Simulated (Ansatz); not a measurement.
Input file:

```yaml
crystal:
  periodic: [false, false, false]
  atoms:
    - {symbol: C, position_ang: [0.000000, 0.000000, 1.791800]}
    - {symbol: Ga, position_ang: [0.000000, 0.000000, -0.109800]}
    - {symbol: H, position_ang: [0.000000, 0.000000, -1.682000]}
basis:
  gaussian: {orbitals: cc-pVDZ}
magnetization: {spin_polarized: false, initial_magnetization: 4}
correlation: {method: fic_mrcisd_q, electrons: outside_noble_gas, active_space: {window: {electrons: 8, orbitals: 9}, shells: [{species: C, l: s, shell: 2}, {species: C, l: p, shell: 2}, {species: Ga, l: s, shell: 4}, {species: Ga, l: p, shell: 4}, {species: H, l: s, shell: 1}]}}
```

```sh
$ ansatz run in.yaml --threads 1 --pin off --events-out ev --progress --plain --max-ram 3328MiB --backend cpu
```

Output:

```
875 factors; integrals over basis functions are off by at most 1.2e-7 eV
mean field evaluation 1: about -53371.3558 eV, gradient 7.8e0 eV
mean field evaluation 2: about -53371.3638 eV, gradient 7.8e0 eV
mean field evaluation 4: about -53372.3242 eV, gradient 1.6e0 eV
mean field evaluation 8: about -53372.4145 eV, gradient 1.2e-1 eV
mean field evaluation 16: about -53372.4942 eV, gradient 7.3e-1 eV
mean field evaluation 32: about -53373.0891 eV, gradient 2.0e0 eV
mean field evaluation 64: about -53371.5705 eV, gradient 6.2e0 eV
mean field evaluation 96: about -53371.5704 eV, gradient 6.2e0 eV
mean field evaluation 128: about -53373.1423 eV, gradient 8.4e-6 eV
mean field -53373.14231881 eV, -1961.4268026009 hartree, gradient 1.2e-6 eV, S^2 6.000000; 11 other end points of the search recorded, 0 dependent functions left out
reference -53373.14231881 eV, -1961.4268026009 hartree; 21, 17 occupied and 25, 29 virtual orbitals, 875 factors
state -53374.43484586 eV, -1961.4743020940 hartree
contracted CI cycle   1: correlation 0.00000000 eV, 0.0000000000 hartree, residual 1.14e1 eV
contracted CI cycle   2: correlation -2.26874831 eV, -0.0833749627 hartree, residual 2.16e0 eV
contracted CI cycle   3: correlation -2.34879446 eV, -0.0863166043 hartree, residual 4.66e-1 eV
contracted CI cycle   4: correlation -2.35286950 eV, -0.0864663594 hartree, residual 1.19e-1 eV
contracted CI cycle   5: correlation -2.35312722 eV, -0.0864758305 hartree, residual 2.92e-2 eV
contracted CI cycle   6: correlation -2.35314237 eV, -0.0864763871 hartree, residual 7.09e-3 eV
contracted CI cycle   7: correlation -2.35314326 eV, -0.0864764196 hartree, residual 1.94e-3 eV
contracted CI cycle   8: correlation -2.35314332 eV, -0.0864764221 hartree, residual 5.01e-4 eV
state -53374.43484586 eV, -1961.4743020940 hartree; corrected -53376.90718200 eV, -1961.5651587715 hartree
Total energy: -53376.90718200 eV, -1961.5651587715 hartree
Checks for a lower state left out: starts, orbital_swaps
```

Natural occupations: 1.9717 1.9523 1.0041 0.9995 0.9960 0.9924 0.0548 0.0148 0.0145.

For the same geometry and basis full CI lies 14.0 meV lower.

Ran on 1 thread of AMD EPYC 7R13, shared host: 7 s wall, 0.37 GiB peak host memory.
